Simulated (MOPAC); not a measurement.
MOPAC input (AM1):

```
AM1 1SCF CHARGE=-1 GEO-OK AUX(PRECISION=9) THREADS=1
CHO

O     0.01382699 1   -0.00208751 1    0.60715025 1
C    -0.02150103 1    0.16263942 1   -0.61155375 1
H     0.01839031 1   -0.95913641 1   -1.18787951 1
```

Problem. What heat of formation does the run end on, and which ionisation energy by Koopmans theorem?

Solution. 1.69 kcal/mol; 0.77 eV.
